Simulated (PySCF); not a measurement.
Series: Y=E=Y. All species are isolated molecules in the gas phase. Strings in code marks are SMILES.

The four lowest singlet excitations (Tamm–Dancoff). These are PBE-D3(BJ)/def2-TZVP // B3LYP-D3(BJ)/def2-TZVP run with PySCF values and carry that method's errors. Excitations are Tamm–Dancoff values on a coarser integration grid. The basis has no diffuse functions, so Rydberg states are missing or too high.

```tsv
state	energy (eV)	wavelength (nm)	oscillator strength
S1	6.62	187	0.001
S2	7.53	165	0.010
S3	7.77	160	0.017
S4	8.15	152	0.020
```

Question: Which member gives these states?
A. `O=[Si]=O`
B. `N=C=O`
C. `O=S=O`
D. `O=[Se]=O`

Answer: B, `N=C=O`
